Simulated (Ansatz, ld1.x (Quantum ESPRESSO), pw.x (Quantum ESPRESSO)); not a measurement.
**I: does the RRKJ potential hold in the solid?**

| Quantity | Value |
| --- | --- |
| Element | I |
| Generator | ld1.x (Quantum ESPRESSO) 7.5 |
| Type | norm-conserving RRKJ (Kleinman–Bylander form) |
| Functional | PBEsol |
| Relativity | scalar-relativistic |
| Frozen core | [Kr] |
| Valence charge | 17 |
| Reference configuration | 4d10 5s2 5p5 |
| Partial waves | 5p (bound): rc 1.80 bohr; 4d (bound): rc 1.45 bohr; 5s (bound): rc 1.80 bohr |
| Local potential | the s channel |
| Core correction | a·sin(br)/r model core inside 0.75 bohr |
| rho0 | 0.01 |

Atomic tests: cutoffs needed: 80 Ry and 110 Ry (the cutoffs (Ry, on a coarse ladder) from which the occupation-weighted sum of valence levels, in a spherical-Bessel basis at the reference potential, stays within 10 and 1 mRy of its value at 400 Ry); ghost test: no extra level below or beside the all-electron valence levels (p, d, s, f tested) (spherical-Bessel basis up to 400 Ry, 20 bohr box); configuration tests: 1 of 7 tests not solved or not reliable.

Crystal test: fcc I in pw.x 7.5, no spin, 11³ k-points, Fermi–Dirac smearing 0.01 Ry, cutoffs 135/540 Ry. The reference is all-electron LAPW (Ansatz 0.2.0) with the same functional, mesh and smearing; V0 and B0 come from Birch–Murnaghan fits to the pressures at five volumes. Errors are pseudo minus all-electron; Δ is the rms difference of the E(V) curves that follow from these fits, minima aligned, over ±6 % about the mean V0. Mesh and smearing are coarse, so the numbers serve the comparison and aren't converged zero-temperature values; the lattice is a test structure that the element need not adopt.

```json
{"V (Å³/atom)": "30.553", "P all-electron (GPa)": "1.84", "P pseudo (GPa)": "3.35"}
{"V (Å³/atom)": "31.357", "P all-electron (GPa)": "0.83", "P pseudo (GPa)": "2.16"}
{"V (Å³/atom)": "32.161", "P all-electron (GPa)": "-0.04", "P pseudo (GPa)": "1.15"}
{"V (Å³/atom)": "32.965", "P all-electron (GPa)": "-0.77", "P pseudo (GPa)": "0.28"}
{"V (Å³/atom)": "33.769", "P all-electron (GPa)": "-1.39", "P pseudo (GPa)": "-0.45"}
```

All-electron: a0 = 5.046 Å (V0 = 32.12 Å³/atom), B0 = 32.0 GPa.

Pseudopotential: mean pressure error (GPa): +1.21; a0 (Å): 5.105; a0 error (%): +1.16; B0 error (%): -2.4; Δ (meV/atom): 7.9. This is a poor potential for the solid. Atomic configuration tests: 1 of 7 tests not solved or not reliable.

Q: At the middle volume, how do free energy and pressure move when the wave cutoff is lowered (ecutrho kept at four times it)?

A:

```json
{"cutoff (Ry)": "61", "shift of F (meV/atom)": "+5611.9", "shift of P (GPa)": "-193.76"}
{"cutoff (Ry)": "81", "shift of F (meV/atom)": "+77.0", "shift of P (GPa)": "-4.63"}
{"cutoff (Ry)": "108", "shift of F (meV/atom)": "+9.5", "shift of P (GPa)": "-0.28"}
```

The run at the middle volume (56 k-points, 6 iterations) took about 53 s on one core of a shared host (Neoverse-V2, 32 threads, 247 GiB, load 16).
